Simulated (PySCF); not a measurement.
Vertical excitations of a molecule C₃H₆O from TDDFT-ωB97X/def2-SVPD (PySCF), as energy in eV (oscillator strength): 4.52 (0.000), 7.54 (0.032), 8.90 (0.019), 8.93 (0.103). Lowest triplet (TDA): 3.98 eV. The structure is a stationary point at B3LYP-D3(BJ)/def2-SVP. One conformer was computed; it need not be the lowest.

Problem. Identify the compound among the candidates.
A) C=COC
B) OC1CC1
C) C1COC1
D) CC(C)=O

Solution. D, CC(C)=O
